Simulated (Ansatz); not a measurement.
# AlH3+ (quartet): the correlation ladder, def2-QZVPP

One table from this session's results is given with a row withheld; the runs are named, their logs left out.

Program: Ansatz 0.2.0, Gaussian basis. Level of theory: def2-QZVPP, core rule «outside noble gas», up to 5 orbitals frozen. These are calculated values, not measurements.

To be run: UHF; ROHF; CCSD(T) on UHF.

2 further runs of the same task are left out: 2 set aside as unsound or not needed.

### The system

The geometry is a PBE0/def2-TZVP stationary point (not a proven minimum) of the parent state, kept for this charge and spin.

4 atoms, charge 1, spin multiplicity 4.

Atoms are counted from 1 here; the program's logs count them from 0.

Bond lengths: Al1–H2 1.590 Å, Al1–H3 1.843 Å, Al1–H4 1.843 Å, H3–H4 0.841 Å. Angles: H2–Al1–H3 101.8°, H2–Al1–H4 101.8°, H3–Al1–H4 26.4°, Al1–H3–H4 76.8°, Al1–H4–H3 76.8°.

The first run:

in.yaml

```yaml
crystal:
  periodic: [false, false, false]
  atoms:
    - {symbol: Al, position_ang: [0.000000, 0.074413, -0.095633]}
    - {symbol: H, position_ang: [0.000000, -1.372409, -0.753982]}
    - {symbol: H, position_ang: [0.420650, -0.309773, 1.656991]}
    - {symbol: H, position_ang: [-0.420650, -0.309773, 1.656991]}
basis:
  gaussian: {orbitals: "def2-QZVPP.json"}
total_charge: 1
magnetization: {spin_polarized: true, initial_magnetization: 3}
hamiltonian: {xc: hf}
output: {orbitals: {seedname: orbitals}}
```

On the command line:

```
$ ansatz run in.yaml --threads 1 --pin off --events-out ev --progress --plain --max-ram 2816MiB --backend cpu
```

Steps of the session up to this table: UHF; ROHF; CCSD(T) on UHF.

One of the session's tables, all rows but one given; the rest of the session is left out.

It belongs to the step «Misses and costs». 

| method | from UCCSD(T) (kJ/mol) |
| --- | --- |
| ROHF | +173.5 |
| UHF | +171.9 |
| UMP2 | ? |
| UCCSD | +3.4 |
| UCCSD(T) | 0 |

Q: Estimate the row for UMP2 from the others.

**Answer.** from UCCSD(T) (kJ/mol): +39.2. In the column «from UCCSD(T) (kJ/mol)» it lies between UCCSD (+3.4) and UHF (+171.9).
